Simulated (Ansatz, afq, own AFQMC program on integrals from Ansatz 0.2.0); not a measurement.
The Si1–H5 bond of Si2NH7, singlet, worked out

```yaml
atoms:
  - { symbol: Si, position_ang: [-1.0537, 0.7692, -0.8900] }
  - { symbol: N, position_ang: [0.1153, 0.4978, 0.3719] }
  - { symbol: Si, position_ang: [1.0087, -0.9444, 0.7646] }
  - { symbol: H, position_ang: [-1.3959, -0.5592, -1.4766] }
  - { symbol: H, position_ang: [-0.5400, 1.6591, -1.9804] }
  - { symbol: H, position_ang: [-2.2906, 1.4132, -0.3463] }
  - { symbol: H, position_ang: [0.3571, 1.3195, 0.9215] }
  - { symbol: H, position_ang: [0.4172, -2.0657, -0.0220] }
  - { symbol: H, position_ang: [0.9164, -1.2515, 2.2266] }
  - { symbol: H, position_ang: [2.4654, -0.8380, 0.4308] }
```

The molecule and both fragments are relaxed with PBE0/def2-SVP; the fragments keep their bonds.

Basis def2-TZVP. Only valence electrons are correlated. Ansatz 0.2.0 and our own AFQMC program on the same integrals; the CISD trial comes from CCSD amplitudes, and released means the phaseless constraint is let go. ± is one standard error of the sampling.

Total energies in eV. CBS is CCSD(T) at the limit of def2-TZVPP/QZVPP (extrapolated itself); the highest rung of each member is named.

Cautions: Si₂NH₇ (singlet): the released value is read at 1.50 1/Eh with a noise of 12 meV, more than in the cases checked (meV from the phaseless value at times in 1/Eh: -10 ± 6 at 0.24, -1 ± 8 at 0.51, 12 ± 9 at 0.99, 3 ± 12 at 1.50); Si₂NH₆ (doublet): the released value is read at 1.50 1/Eh with a noise of 14 meV, more than in the cases checked (meV from the phaseless value at times in 1/Eh: 4 ± 10 at 0.24, -8 ± 10 at 0.51, -10 ± 10 at 0.99, 2 ± 14 at 1.50).

```json
{"member": "Si₂NH₆, doublet", "count": "+1", "CCSD(T)/def2-TZVP": "-17315.9478", "highest rung in def2-TZVP": "-17315.9970 ± 0.0144", "which": "released AFQMC", "CCSD(T)/CBS": "-17318.5243"}
{"member": "H (doublet)", "count": "+1", "CCSD(T)/def2-TZVP": "-13.6005", "highest rung in def2-TZVP": "-13.6005", "which": "FCI", "CCSD(T)/CBS": "-13.6059"}
{"member": "Si₂NH₇, singlet", "count": "-1", "CCSD(T)/def2-TZVP": "-17333.5868", "highest rung in def2-TZVP": "-17333.6269 ± 0.0120", "which": "released AFQMC", "CCSD(T)/CBS": "-17336.3047"}
```

Problem. Work out the best estimate of the bond energy: the CCSD(T)/CBS difference plus the step from CCSD(T) to the highest rung.

Solution. Sums with the counts: CCSD(T)/CBS 4.1745 eV, highest rung 4.0294 eV, CCSD(T)/def2-TZVP 4.0385 eV. The step is 4.0294 − 4.0385 = -0.0091 eV, so the best estimate is 4.1745 + (-0.0091) = 4.1654 eV = 96.1 kcal/mol, with sampling noise 0.019 eV. The step is under twice that noise, so its sign is open. The basis set is worth 0.136 eV of it. Zero-point, core-correlation and spin–orbit terms aren't in it. Past Ne the Hartree–Fock part of each CBS total tends to overshoot, since the cores don't follow the formula; that largely cancels in the difference.

Best estimates are given only where the step beyond CCSD(T) is under 0.3 eV and no member's determinant is very poor (T1 over 0.05, or 0.07 for open shells, ⟨S²⟩ too high by 0.3, two states mixed), so the hardest cases are missing from such tables.

Each member of a difference takes its own highest rung, so a best estimate needn't equal the limit plus the step of one row. Released energies are given only where the last usable release times agree within the noise; a slower fall can still hide under it.
